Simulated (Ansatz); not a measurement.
**C₂H₂F+: one structure at several levels**

An exercise on one series of results from a longer session: the logs are not shown, and one member is left open.

Program: Ansatz 0.2.0, Gaussian basis. Level of theory: single points in def2-TZVPP. These are calculated values, not measurements.

Cores are frozen in the correlated methods.

## Where the work starts

SMILES `C=[C+]F`, 5 atoms, charge 1, spin multiplicity 1.

Atoms are counted from 1 here; the program's logs count them from 0.

Bond lengths: C1–C2 1.267 Å, C1–H4 1.175 Å, C1–H5 1.115 Å, C2–F3 1.275 Å. Angles: C2–C1–H4 121.9°, C2–C1–H5 127.7°, H4–C1–H5 110.4°, C1–C2–F3 177.8°.

As a file:

```xyz
5
C2H2F
C    -0.2309    0.2773   -0.3513
C     0.3350   -0.4026    0.5552
F     0.8615   -1.1100    1.4757
H    -0.5347   -0.1957   -1.3834
H    -0.4997    1.3591   -0.3248
```

The first run:

The input, run/in.yaml:

```yaml
crystal:
  periodic: [false, false, false]
  atoms:
    - {symbol: C, position_ang: [-0.230900, 0.277300, -0.351300]}
    - {symbol: C, position_ang: [0.335000, -0.402600, 0.555200]}
    - {symbol: F, position_ang: [0.861500, -1.110000, 1.475700]}
    - {symbol: H, position_ang: [-0.534700, -0.195700, -1.383400]}
    - {symbol: H, position_ang: [-0.499700, 1.359100, -0.324800]}
basis:
  gaussian: {orbitals: def2-TZVPP}
total_charge: 1
correlation: {method: ccsd_t}
output: {forces: true}
```

No record of the launch command was kept for these runs.

Steps of the session up to this table: CCSD(T)/def2-TZVPP; PBE0-D4/def2-TZVPP; wB97M-V/def2-TZVPP; r2SCAN-D4/def2-TZVPP; PBE-D4/def2-TZVPP; BHLYP-D4/def2-TZVPP; r2SCAN0-D4/def2-TZVPP.

One of the session's tables, all rows but one given; the rest of the session is left out.

```
    method  RMS force component (eV/Å)  angle to CCSD(T) forces (°)
   CCSD(T)                       1.543                    reference
   PBE0-D4                           ?                            ?
   wB97M-V                       1.407                         11.8
 r2SCAN-D4                       1.404                         11.7
    PBE-D4                       1.269                          7.3
  BHLYP-D4                       1.619                         16.2
r2SCAN0-D4                       1.574                         15.9
```

Q: Estimate the row for PBE0-D4 from the others.

As computed: RMS force component (eV/Å): 1.496; angle to CCSD(T) forces (°): 13.3. In the column «RMS force component (eV/Å)» it lies between wB97M-V (1.407) and CCSD(T) (1.543).
